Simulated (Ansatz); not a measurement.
**BSiHF+ (quintet): from Hartree-Fock to the top rungs, def2-TZVPP**

The task here is to estimate one member of a computed series from the others.

The runs use Ansatz 0.2.0, Gaussian basis; def2-TZVPP, core rule «outside noble gas», up to 7 orbitals frozen.

Plan: UHF; ROHF; CCSD(T) on UHF.

## The system

The geometry is a PBE0/def2-TZVP stationary point (not a proven minimum) of the parent state, kept for this charge and spin.

4 atoms, charge 1, spin multiplicity 5.

Atoms are counted from 1 here; the program's logs count them from 0.

Bond lengths: B1–Si2 1.844 Å, Si2–F3 1.594 Å, Si2–H4 1.480 Å. Angles: B1–Si2–F3 125.8°, B1–Si2–H4 130.2°, F3–Si2–H4 104.0°.

As a file:

```xyz
4

B     0.00000   -0.50104    1.79731
Si    0.00000    0.36158    0.16696
F     0.00000   -0.34529   -1.26162
H     0.00000    1.80719   -0.14998
```

Set-up of the first run:

in.yaml

```yaml
crystal:
  periodic: [false, false, false]
  atoms:
    - {symbol: B, position_ang: [0.000000, -0.501036, 1.797314]}
    - {symbol: Si, position_ang: [0.000000, 0.361580, 0.166961]}
    - {symbol: F, position_ang: [0.000000, -0.345292, -1.261620]}
    - {symbol: H, position_ang: [0.000000, 1.807190, -0.149981]}
basis:
  gaussian: {orbitals: def2-TZVPP}
total_charge: 1
magnetization: {spin_polarized: true, initial_magnetization: 4}
hamiltonian: {xc: hf}
output: {orbitals: {seedname: orbitals}}
```

Launch:

```
> ansatz run in.yaml --threads 1 --pin off --events-out ev --progress --plain --max-ram 4096MiB --backend cpu
```

Steps of the session up to this table: UHF; ROHF; CCSD(T) on UHF.

One table of the session follows, with a row left open; its other results are not shown here.

It belongs to the step «Misses and costs». 

| method | from UCCSD(T) (kJ/mol) |
| --- | --- |
| ROHF | +1064.8 |
| UHF | ? |
| UMP2 | +110.0 |
| UCCSD | +41.2 |
| UCCSD(T) | 0 |

Q: Estimate the row for UHF from the others.

**Answer.** from UCCSD(T) (kJ/mol): +1054.8. In the column «from UCCSD(T) (kJ/mol)» it lies between UMP2 (+110.0) and ROHF (+1064.8).
